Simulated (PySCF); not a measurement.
# BHO2 (oxoborinic acid) at B2PLYP/STO-6G

What is the energy change on altering one bond length of BHO2 (oxoborinic acid) at B2PLYP/STO-6G? 

Program for the calculation: PySCF 2.14.0.

6 further runs of the same task are left out: 6 set aside as unsound or not needed.

### Step 1. The system as given

BHO2 has 4 atoms, charge 0, and is taken as a singlet. As SMILES, `O=BO`. The shape is that of a PBE0-D4/def2-TZVP optimisation.

Bond lengths: O1–B2 1.210 Å, B2–O3 1.322 Å, O3–H4 0.960 Å. Angles: O1–B2–O3 177.5°, B2–O3–H4 117.0°.

### Step 2. The energy at B2PLYP/STO-6G

File input.py:

```python
from pyscf import gto, dft, mp

mol = gto.Mole()
mol.atom = '''
O       -1.555100       0.523500       0.428500
B       -0.423900       0.132000       0.248600
O        0.816700      -0.302000       0.108600
H        1.162300      -0.353500      -0.785700
'''
mol.spin = 0
mol.max_memory = 1860
mol.charge = 0
mol.basis = 'sto-6g'
mol.verbose = 4
mol.build()

mf = dft.RKS(mol)
mf.xc = '0.53*HF + 0.47*B88, 0.73*LYP'
mf.grids.level = 5
mf.conv_tol = 1e-10
mf.kernel()
if not mf.converged:
    mf = mf.newton().run(mf.mo_coeff, mf.mo_occ)

pt = mp.MP2(mf, frozen=3).run()
etot = mf.e_tot + 0.27 * pt.e_corr
print('PT2 part  %.8f' % (0.27 * pt.e_corr))
print('E(%s) = %.9f' % ('B2PLYP', etot))
```

On the command line:

```sh
$ OMP_NUM_THREADS=1 python input.py
```

Output:

```text
PySCF version 2.14.0

[INPUT] num. atoms = 4
[INPUT] num. electrons = 22
[INPUT] charge = 0
[INPUT] spin (= nelec alpha-beta = 2S) = 0
[INPUT] symmetry False subgroup None
[INPUT] Mole.unit = angstrom
[INPUT] Symbol           X                Y                Z      unit          X                Y                Z       unit  Magmom
[INPUT]  1 O     -1.555100000000   0.523500000000   0.428500000000 AA   -2.938713096311   0.989271626210   0.809747644376 Bohr   0.0
[INPUT]  2 B     -0.423900000000   0.132000000000   0.248600000000 AA   -0.801054904203   0.249443848443   0.469785914567 Bohr   0.0
[INPUT]  3 O      0.816700000000  -0.302000000000   0.108600000000 AA    1.543339325932  -0.570697289619   0.205224257128 Bohr   0.0
[INPUT]  4 H      1.162300000000  -0.353500000000  -0.785700000000 AA    2.196428674582  -0.668018185034  -1.484757816071 Bohr   0.0

[... 62 lines left out ...]
converged SCF energy = -174.956293301353
[... 1 line left out ...]
******** <class 'pyscf.mp.mp2.RMP2'> ********
nocc = 8, nmo = 13
frozen orbitals 3
E(RMP2) = -175.172039197188  E_corr = -0.215745895834719
E(SCS-RMP2) = -175.16939224593  E_corr = -0.213098944577078
E_corr(same-spin) = -0.0528416889514432
E_corr(oppo-spin) = -0.162904206883276
PT2 part  -0.05825139
E(B2PLYP) = -175.014544693
```

It took 3.3 s on 1 thread of Intel Xeon 6975P-C (Granite Rapids), shared host; peak memory 0.18 GiB.

### Step 3. The distorted shape, same level

File job.py:

```python
from pyscf import gto, dft, mp

mol = gto.M(
    atom=[
    ('O', (-1.624233, 0.533802, 0.607393)),
    ('B', (-0.493033, 0.142302, 0.427493)),
    ('O', (0.747567, -0.291698, 0.287493)),
    ('H', (1.162300, -0.353500, -0.785700)),
],
    verbose=4,
    max_memory=1860,
    basis='sto-6g',
)

ks = dft.RKS(mol, xc='0.53*HF + 0.47*B88, 0.73*LYP')
ks.conv_tol = 1e-10
ks.grids.level = 5
ks.kernel()
if not ks.converged:
    ks = ks.newton().run(ks.mo_coeff, ks.mo_occ)

pt = mp.MP2(ks, frozen=3).run()
energy = ks.e_tot + 0.27 * pt.e_corr
print('PT2 part  %.8f' % (0.27 * pt.e_corr))
print('E(%s) = %.9f' % ('B2PLYP', energy))
```

On the command line:

```sh
$ OMP_NUM_THREADS=1 python job.py
```

Output:

```text
PySCF version 2.14.0

[INPUT] num. atoms = 4
[INPUT] num. electrons = 22
[INPUT] charge = 0
[INPUT] spin (= nelec alpha-beta = 2S) = 0
[INPUT] symmetry False subgroup None
[INPUT] Mole.unit = angstrom
[INPUT] Symbol           X                Y                Z      unit          X                Y                Z       unit  Magmom
[INPUT]  1 O     -1.624233000000   0.533802000000   0.607393000000 AA   -3.069355532481   1.008739584745   1.147806419978 Bohr   0.0
[INPUT]  2 B     -0.493033000000   0.142302000000   0.427493000000 AA   -0.931697340373   0.268911806978   0.807844690169 Bohr   0.0
[INPUT]  3 O      0.747567000000  -0.291698000000   0.287493000000 AA    1.412696889763  -0.551229331083   0.543283032730 Bohr   0.0
[INPUT]  4 H      1.162300000000  -0.353500000000  -0.785700000000 AA    2.196428674582  -0.668018185034  -1.484757816071 Bohr   0.0

[... 62 lines left out ...]
converged SCF energy = -174.937729989646
[... 1 line left out ...]
******** <class 'pyscf.mp.mp2.RMP2'> ********
nocc = 8, nmo = 13
frozen orbitals 3
E(RMP2) = -175.167542072914  E_corr = -0.229812083267202
E(SCS-RMP2) = -175.16584198237  E_corr = -0.228111992723787
E_corr(same-spin) = -0.0549952006117561
E_corr(oppo-spin) = -0.174816882655446
PT2 part  -0.06204926
E(B2PLYP) = -174.999779252
```

Run time: 2.8 s. Hardware: 1 thread of Intel Xeon 6975P-C (Granite Rapids), shared host; peak memory 0.18 GiB.

### Step 4. Outcome

At B2PLYP/STO-6G, 3 core orbitals frozen:

| quantity | value |
| --- | --- |
| first shape: total energy | -175.01454 Eh |
| first shape: dipole moment (SCF part) | 2.72 D |
| first shape: HOMO energy (SCF part's orbitals) | -7.24 eV |
| first shape: LUMO energy (SCF part's orbitals) | 7.05 eV |
| first shape: HOMO–LUMO gap (SCF part's orbitals) | 14.29 eV |
| distorted shape: total energy | -174.99978 Eh |
| distorted shape: dipole moment (SCF part) | 2.76 D |
| distorted shape: HOMO energy (SCF part's orbitals) | -7.14 eV |
| distorted shape: LUMO energy (SCF part's orbitals) | 5.46 eV |
| distorted shape: HOMO–LUMO gap (SCF part's orbitals) | 12.60 eV |
| energy change with the O3–H4 bond stretched from 0.960 to 1.152 Å | 0.402 eV |

In words: With the O3–H4 bond stretched from 0.960 to 1.152 Å the energy rises by 0.40 eV (38.8 kJ/mol). The first shape isn't relaxed at this level, so the change isn't measured from a minimum. The minimal basis adds a large error of its own. Mulliken charges (distorted shape) run from -0.31 on O1 to +0.41 on B2; they depend strongly on the basis.
